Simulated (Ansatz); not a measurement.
Solid bromine was calculated with LDA (Ansatz, an electronic-structure program, plane waves, PAW).

Settings: plane-wave cutoff 520 eV, 10×10×4 k mesh (along the axes of the cell as run), Fermi–Dirac smearing 0.01 eV, scalar-relativistic PAW data made under PBE.

Properties against volume:

Shape and atoms are relaxed at each volume.

```
V (Å³/atom)  P (GPa)  direct gap at Γ (eV)  smallest gap on the k mesh (eV)  c (Å)
-----------  -------  --------------------  -------------------------------  -----
26.373          0.82                 1.293                            1.039  8.379
26.923          0.37                 1.280                            1.056  8.398
27.472          0.00                 1.264                            1.069  8.420
28.021         -0.31                 1.254                            1.081  8.435
28.571         -0.56                 1.241                            1.088  8.452
```

The fundamental gap (1.06 eV at the equilibrium volume, with added k points) lies elsewhere than Γ–Γ.

Note: the bulk modulus comes from volumes at which shape and atoms were relaxed.

Spin–orbit coupling is not included.
